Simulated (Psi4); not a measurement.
**One shape, several levels: HNO3 (SMILES O=[N+]([O-])O)**

We compute a comparison of 3 runs (HF/STO-3G, PBE/cc-pVDZ, TPSSh/6-311G**) of HNO3. 

The results are computed with Psi4 1.11.

## Step 1: The system as given

HNO3 has 5 atoms, charge 0, and is taken as a singlet. SMILES: `O=[N+]([O-])O`. The shape is that of a GFN2-xTB optimisation. This is one conformer, not always the lowest.

Bond lengths: O1–N2 1.175 Å, N2–O3 1.185 Å, N2–O4 1.391 Å, O4–H5 0.973 Å. Angles: O1–N2–O3 130.4°, O1–N2–O4 114.4°, O3–N2–O4 115.3°, N2–O4–H5 111.0°.

## Step 2: Energy and forces at HF/STO-3G (run 1)

hno3.py

```python
import psi4

psi4.set_memory('1600 MB')
psi4.set_num_threads(1)
psi4.set_output_file('output.dat', False)

m = psi4.geometry("""
O      2.49205743    -0.60236910     1.41351514
N      0.49227366    -0.57190671     0.45058630
O     -1.07417702    -2.16702454     0.30874345
O     -0.12041335     1.70904941    -0.70388519
H     -1.78974072     1.63223204    -1.46894081
units bohr
symmetry c1
""")

options = {'basis': 'STO-3G', 'reference': 'rhf', 'puream': True, 'e_convergence': 1e-09, 'd_convergence': 1e-08, 'scf_type': 'pk'}
psi4.set_options(options)

result, w = psi4.gradient('scf', return_wfn=True)
psi4.oeprop(w, 'QUADRUPOLE', 'MULLIKEN_CHARGES', 'WIBERG_LOWDIN_INDICES', title='SCF')
print('gradient / Eh bohr^-1')
print(result.np.round(6))
print(f'energy = {w.energy():.10f} Eh')
for k, v in sorted(psi4.core.scalar_variables().items()):
    print(f'{k:45s} {v:18.10f}')
```

Command:

```sh
$ python hno3.py
```

output.dat:

```text
[...]
  Running in c1 symmetry.
[...]
  Nuclear repulsion =  128.106397798980254
[...]
  Multiplicity = 1
[...]
  Nalpha       = 16
  Nbeta        = 16
[...]
    Number of basis functions: 21
[...]
   @RHF iter   1:  -275.32270245549807   -1.16592e+00   3.53579e-02 ADIIS/DIIS
[...]
   @RHF iter  13:  -275.63159279856717   -5.68434e-14   2.79322e-09 DIIS
[...]
    Orbital Energies [Eh]
    ---------------------
    Doubly Occupied:
       1A    -20.381262     2A    -20.328255     3A    -20.308124
       4A    -15.769092     5A     -1.626830     6A     -1.385964
       7A     -1.355284     8A     -0.865117     9A     -0.736442
      10A     -0.721124    11A     -0.660673    12A     -0.554056
      13A     -0.462553    14A     -0.401495    15A     -0.389578
      16A     -0.335788
[...]
  @RHF Final Energy:  -275.63159279856717
   => Energetics <=
    Nuclear Repulsion Energy =            128.1063977989802538
    One-Electron Energy =                -634.9127098063200947
    Two-Electron Energy =                 231.1747192087726432
    Total Energy =                       -275.6315927985672261
[...]
  -Total Gradient:
     Atom            X                  Y                   Z
    ------   -----------------  -----------------  -----------------
       1       -0.180860635399    -0.002668039070    -0.085038670167
       2        0.064199493327    -0.085867711174     0.063030755532
       3        0.129748371065     0.136009190524     0.010274876006
       4       -0.041018655850    -0.073921624815     0.008451870873
       5        0.027931426858     0.026448184536     0.003281167756
[...]
 Multipole Moments:
 ------------------------------------------------------------------------------------
     Multipole            Electronic (a.u.)      Nuclear  (a.u.)        Total (a.u.)
 ------------------------------------------------------------------------------------
 L = 1.  Multiply by 2.5417464519 to convert [e a0] to [Debye]
 Dipole X            :          0.4419778           -1.0913324           -0.6493546
 Dipole Y            :         -0.5907904            0.9938398            0.4030494
 Dipole Z            :          0.4337986           -0.8951710           -0.4613724
 Magnitude           :                                                    0.8927344
 L = 2.  Multiply by 1.3450342976 to convert [e a0^2] to [Debye ang]
 Quadrupole XX       :        -74.1286016           59.4393975          -14.6892041
 Quadrupole XY       :         -6.1923070            4.1231705           -2.0691365
[...]
  Mulliken Charges: (a.u.)
   Center  Symbol    Alpha    Beta     Spin     Total
       1     O     4.08489  4.08489  0.00000 -0.16978
       2     N     3.33371  3.33371  0.00000  0.33257
       3     O     4.10335  4.10335  0.00000 -0.20670
       4     O     4.10218  4.10218  0.00000 -0.20437
       5     H     0.37586  0.37586  0.00000  0.24828
   Total alpha = 16.00000, Total beta = 16.00000, Total charge = -0.00000
  Wiberg Bond Indices using Orthogonal Lowdin Orbitals:
[...]
```

On the terminal:

```text
gradient / Eh bohr^-1
[[-0.180861 -0.002668 -0.085039]
 [ 0.064199 -0.085868  0.063031]
 [ 0.129748  0.136009  0.010275]
 [-0.041019 -0.073922  0.008452]
 [ 0.027931  0.026448  0.003281]]
energy = -275.6315927986 Eh
CURRENT ENERGY                                   -275.6315927986
CURRENT REFERENCE ENERGY                         -275.6315927986
DD SOLVATION ENERGY                                 0.0000000000
HF KINETIC ENERGY                                 273.0982962303
HF POTENTIAL ENERGY                              -548.7298890289
HF TOTAL ENERGY                                  -275.6315927986
HF VIRIAL RATIO                                     2.0092761346
NUCLEAR REPULSION ENERGY                          128.1063977990
ONE-ELECTRON ENERGY                              -634.9127098063
PCM POLARIZATION ENERGY                             0.0000000000
PE ENERGY                                           0.0000000000
SCF ITERATION ENERGY                             -275.6315927986
SCF ITERATIONS                                     13.0000000000
SCF TOTAL ENERGY                                 -275.6315927986
TWO-ELECTRON ENERGY                               231.1747192088
```

It took 1.2 s on 1 thread of Intel Xeon 6975P-C (Granite Rapids), shared host; peak memory 0.18 GiB.

## Step 3: Energy and forces at PBE/cc-pVDZ (run 2)

hno3.in

```
memory 1.6 GB

molecule {
  0 1
  O
  N 1 r2
  O 2 r3 1 a3
  O 2 r4 1 a4 3 d4
  H 4 r5 2 a5 1 d5

  r2 = 1.174642
  r3 = 1.185438
  a3 = 130.3656
  r4 = 1.391137
  a4 = 114.35424
  d4 = -179.99712
  r5 = 0.972573
  a5 = 110.99119
  d5 = -179.99803
  symmetry c1
}

set {
  basis                cc-pVDZ
  puream               true
  e_convergence        1e-09
  d_convergence        1e-08
  scf_type             pk
  dft_radial_points    99
  dft_spherical_points 590
}

e = gradient('pbe')
```

Command:

```sh
$ psi4 hno3.in hno3.out -n 1
```

hno3.out:

```text
[...]
  Running in c1 symmetry.
[...]
  Nuclear repulsion =  128.106407824327391
[...]
  Multiplicity = 1
[...]
  Nalpha       = 16
  Nbeta        = 16
[...]
    Number of basis functions: 61
[...]
   @RKS iter   1:  -280.43364582998441    1.97361e-01   1.29517e-02 ADIIS/DIIS
[...]
   @RKS iter  12:  -280.64529748894233    1.70530e-13   1.20065e-09 DIIS
[...]
    Orbital Energies [Eh]
    ---------------------
    Doubly Occupied:
       1A    -18.840380     2A    -18.814649     3A    -18.811608
       4A    -14.274968     5A     -1.214117     6A     -1.034351
       7A     -0.992206     8A     -0.646695     9A     -0.535176
      10A     -0.523190    11A     -0.482808    12A     -0.406017
      13A     -0.310736    14A     -0.300993    15A     -0.298443
      16A     -0.259410
[...]
  @RKS Final Energy:  -280.64529748894233
   => Energetics <=
    Nuclear Repulsion Energy =            128.1064078243273912
    One-Electron Energy =                -638.6263333342482156
    Two-Electron Energy =                 262.6357055038038197
    DFT Exchange-Correlation Energy =     -32.7610774828253568
    Empirical Dispersion Energy =           0.0000000000000000
    VV10 Nonlocal Energy =                  0.0000000000000000
    Total Energy =                       -280.6452974889423331
[...]
 Multipole Moments:
 ------------------------------------------------------------------------------------
     Multipole            Electronic (a.u.)      Nuclear  (a.u.)        Total (a.u.)
 ------------------------------------------------------------------------------------
 L = 1.  Multiply by 2.5417464519 to convert [e a0] to [Debye]
 Dipole X            :          0.0000300           -0.0000123            0.0000177
 Dipole Y            :         -0.6063040            1.0302488            0.4239447
 Dipole Z            :         -0.5854839            1.3851504            0.7996665
 Magnitude           :                                                    0.9050943
[...]
  -Total Gradient:
     Atom            X                  Y                   Z
    ------   -----------------  -----------------  -----------------
       1       -0.000002444073    -0.006868056351     0.060386421314
       2        0.000006446543    -0.012869968587    -0.025187300561
       3       -0.000003433988     0.049603095897    -0.040436843607
       4        0.000000023321    -0.044997681472     0.014880410489
       5       -0.000000590840     0.015135267444    -0.009635804206
[...]
```

It took 8.7 s on 1 thread of Intel Xeon 6975P-C (Granite Rapids), shared host; peak memory 0.73 GiB.

## Step 4: A single-point energy at TPSSh/6-311G(d,p) (run 3)

input.inp

```
memory 1600 MB

molecule mol {
  0 1
  O
  N 1 1.174642
  O 2 1.185438 1 130.3656
  O 2 1.391137 1 114.35424 3 -179.99712
  H 4 0.972573 2 110.99119 1 -179.99803
  units angstrom
  symmetry c1
}

set {
  basis 6-311G**
  puream true
  e_convergence 1e-09
  d_convergence 1e-08
  scf_type pk
  dft_radial_points 99
  dft_spherical_points 590
}

e_tot, wfn = energy('tpssh', return_wfn=True)
```

Command:

```sh
$ psi4 input.inp input.out -n 1
```

input.out:

```text
[...]
  Running in c1 symmetry.
[...]
  Nuclear repulsion =  128.106407824327391
[...]
  Multiplicity = 1
[...]
  Nalpha       = 16
  Nbeta        = 16
[...]
    Number of basis functions: 78
[...]
   @RKS iter   1:  -280.75868520222735    1.26625e-01   1.05284e-02 DIIS/ADIIS
[...]
   @RKS iter  11:  -280.96612064240372   -3.52429e-12   4.73404e-09 DIIS
[...]
    Orbital Energies [Eh]
    ---------------------
    Doubly Occupied:
       1A    -19.137312     2A    -19.111553     3A    -19.108403
       4A    -14.547572     5A     -1.292311     6A     -1.105063
       7A     -1.066517     8A     -0.697867     9A     -0.580063
      10A     -0.577762    11A     -0.533929    12A     -0.453658
      13A     -0.354677    14A     -0.342182    15A     -0.333563
      16A     -0.304685
[...]
  @RKS Final Energy:  -280.96612064240372
   => Energetics <=
    Nuclear Repulsion Energy =            128.1064078243273912
    One-Electron Energy =                -638.5973840240870913
    Two-Electron Energy =                 259.4182154949412507
    DFT Exchange-Correlation Energy =     -29.8933599375852772
    Empirical Dispersion Energy =           0.0000000000000000
    VV10 Nonlocal Energy =                  0.0000000000000000
    Total Energy =                       -280.9661206424037232
[...]
 Multipole Moments:
 ------------------------------------------------------------------------------------
     Multipole            Electronic (a.u.)      Nuclear  (a.u.)        Total (a.u.)
 ------------------------------------------------------------------------------------
 L = 1.  Multiply by 2.5417464519 to convert [e a0] to [Debye]
 Dipole X            :          0.0000314           -0.0000123            0.0000192
 Dipole Y            :         -0.5936150            1.0302488            0.4366338
 Dipole Z            :         -0.5341923            1.3851504            0.8509581
 Magnitude           :                                                    0.9564407
[...]
```

It took 15 s on 1 thread of Intel Xeon 6975P-C (Granite Rapids), shared host; peak memory 0.94 GiB.

## Step 5: Overview of the runs

```tsv
run	level	integration grid	task	energy (Eh)	dipole moment (D)	HOMO energy (eV)	LUMO energy (eV)	wall time
1	HF/STO-3G	–	gradient	-275.631593	2.27	-9.14	6.07	1.2 s
2	PBE/cc-pVDZ	99 radial × 590 angular	gradient	-280.645297	2.30	-7.06	-2.24	8.7 s
3	TPSSh/6-311G**	99 radial × 590 angular	energy	-280.966121	2.43	-8.29	-2.11	15 s
```

## Step 6: What came out

| quantity | value |
| --- | --- |
| run 3: total energy | -280.96612 Eh |
| run 3: dipole moment | 2.43 D |
| run 3: HOMO energy | -8.29 eV |
| run 3: LUMO energy | -2.11 eV |
| run 3: HOMO–LUMO gap | 6.18 eV |

**Reading.** The dipole moment (its size) runs from 2.27 D (HF/STO-3G) to 2.43 D (TPSSh/6-311G**). The two ends differ in method and basis. The HOMO–LUMO gap runs from 4.82 eV (PBE/cc-pVDZ) to 15.21 eV (HF/STO-3G). Totals of different functionals can't be ranked against each other. In run 1 the basis is minimal, so the values are rough. All runs together took 25 s, the longest 15 s.
